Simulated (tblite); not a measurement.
Input of a run (GFN2-xTB geometry optimisation, gas phase (tblite 0.8.0)), started from a force field or distance geometry:
```
{"job": {"kind": "relax", "xc": "GFN2-xTB", "basis": "xTB"}, "charge": 0, "multiplicity": 1}
C      2.824600     0.253000    -0.374200
C      1.533100    -0.321500     0.203900
P      0.201000     0.956600     0.345000
C     -1.398800     0.007700     0.565900
C     -1.797900    -0.741400    -0.676500
C     -2.628500     0.430400    -0.193600
H      2.672200     1.260800    -0.805400
H      3.132700    -0.445700    -1.173200
H      3.588300     0.198400     0.414800
H      1.749900    -0.733900     1.233400
H      1.214800    -1.197900    -0.406000
H      0.031500     1.657000    -0.928900
H     -1.636100    -0.425800     1.567400
H     -1.178200    -0.642600    -1.593100
H     -2.169500    -1.767500    -0.477200
H     -2.514100     1.419700    -0.663600
H     -3.631700     0.104900     0.159500
```

Output (eV, eV/Å):
```
step      E/eV     max force
  0    -510.50443    2.526
  1    -510.73789    1.691
  2    -511.01314    1.195
  3    -511.09186    0.895
  4    -511.19330    0.673
  5    -511.23546    0.693
  6    -511.27244    0.518
  7    -511.29649    0.396
  8    -511.31452    0.270
  9    -511.32406    0.234
 10    -511.33164    0.281
 11    -511.33903    0.247
 12    -511.34628    0.207
 13    -511.35112    0.165
 14    -511.35362    0.128
 15    -511.35513    0.095
 16    -511.35663    0.099
 17    -511.35822    0.118
 18    -511.35968    0.098
 19    -511.36083    0.095
 20    -511.36176    0.087
 21    -511.36261    0.082
 22    -511.36341    0.062
 23    -511.36412    0.068
 24    -511.36479    0.062
 25    -511.36558    0.087
 26    -511.36663    0.112
 27    -511.36793    0.113
 28    -511.36922    0.099
 29    -511.37050    0.101
 30    -511.37212    0.127
 31    -511.37429    0.158
 32    -511.37741    0.181
 33    -511.38210    0.226
 34    -511.38926    0.267
 35    -511.39989    0.236
 36    -511.41265    0.257
 37    -511.42314    0.198
 38    -511.42688    0.297
 39    -511.38034    0.929
 40    -511.43296    0.162
 41    -511.43526    0.123
 42    -511.44000    0.169
 43    -511.44137    0.098
 44    -511.44291    0.086
 45    -511.44415    0.075
 46    -511.44526    0.069
 47    -511.44605    0.052
 48    -511.44655    0.048
 49    -511.44696    0.049
 50    -511.44736    0.060
 51    -511.44787    0.064
 52    -511.44836    0.057
 53    -511.44877    0.051
 54    -511.44911    0.045
 55    -511.44944    0.047
 56    -511.44976    0.055
 57    -511.44999    0.039
 58    -511.45011    0.025
 59    -511.45018    0.020
 60    -511.45026    0.028
 61    -511.45035    0.037
 62    -511.45045    0.034
 63    -511.45052    0.018
 64    -511.45057    0.018
 65    -511.45062    0.023
 66    -511.45073    0.034
 67    -511.45091    0.049
 68    -511.45121    0.053
 69    -511.45158    0.044
 70    -511.45196    0.053
 71    -511.45232    0.059
 72    -511.45269    0.054
 73    -511.45309    0.041
 74    -511.45340    0.038
 75    -511.45361    0.038
 76    -511.45380    0.040
 77    -511.45400    0.035
 78    -511.45425    0.025
 79    -511.45434    0.016
 80    -511.45438    0.013
 81    -511.45439    0.011
 82    -511.45441    0.011
 83    -511.45443    0.011
 84    -511.45444    0.010
 85    -511.45445    0.007
```

Task: Summarise the run.

Result: The energy falls by 91.7 kJ/mol over 85 L-BFGS steps, the largest force on an atom goes from 2.53 to 0.007 eV/Å, and the atoms move by 0.378 Å rms after alignment. The bond that changes most is P3–H12 (phosphine phosphorus to P–H hydrogen), which shortens by 0.060 Å. Bonds longer at the end by more than 0.005 Å: 1 of 17; shorter: 14. Among the angles that change most is C2–P3–H12, from 110.3° to 95.1°. Among the dihedrals that turn most is H9–C1–C2–H11, from -120° to -179°. The energy rose by more than 1e-5 eV at step 39. The first step brought 25 % of the lowering.

Task: What are the final bond lengths?

Result: C1–C2 1.522 Å, C2–P3 1.866 Å, P3–C4 1.839 Å, C4–C5 1.501 Å, C5–C6 1.496 Å, C4–C6 1.500 Å, C1–H7 1.089 Å, C1–H8 1.089 Å, C1–H9 1.088 Å, C2–H10 1.094 Å, C2–H11 1.093 Å, P3–H12 1.404 Å, C4–H13 1.086 Å, C5–H14 1.081 Å, C5–H15 1.080 Å, C6–H16 1.080 Å, C6–H17 1.080 Å. Numbering counts from 1 in the input's order; the species is `CCPC1CC1`.

Its GFN2-xTB frequencies are all real (lowest 62 cm⁻¹). One conformer, not necessarily the lowest.

The numbers are calculated, not measured.
